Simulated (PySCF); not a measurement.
**NaB: from constants to spectrum**

UHF-CCSD(T) constants of NaB, ³Π (triplet), unpaired electrons σ ↑, π ↑ (PySCF, no relativity, basis sets Na cc-pVDZ, B cc-pVDZ; masses 22.9898 and 11.0093 u):

| Quantity | Value |
| --- | --- |
| ωe | 301.5 cm⁻¹ |
| ωexe | 3.02 cm⁻¹ |
| Be | 0.34901 cm⁻¹ |
| αe | 0.00455 cm⁻¹ |
| D (centrifugal) | 1.87e-06 cm⁻¹ |
| De to Na + B | 0.59 eV |

**Question.** Give the vibrational terms G(v) and spacings up to v = 6.

**Answer.** G(v) = ωe(v+½) − ωexe(v+½)².

```
v  G(v) (cm⁻¹)  G(v) − G(v−1)  Bv (cm⁻¹)
0          150                    0.3467
1          445            295     0.3422
2          735            289     0.3376
3         1018            283     0.3331
4         1296            277     0.3285
5         1567            271     0.3240
6         1832            265     0.3194
```

**Question.** How well does the Morse estimate ωe²/(4ωexe) reproduce De, and what is D0?

**Answer.** It gives 0.93 eV, 158 % of the computed De. D0 = De − G(0) = 0.59 − 0.02 = 0.57 eV.

Correlated steps freeze 2 core orbitals. Correlated levels converge slowly with the basis: in double zeta they bind strong bonds too weakly, by up to about 1 eV, and carry superposition errors of some tenths. The state is the lowest determinant that a PBE0 search found; another state may lie lower at other levels.
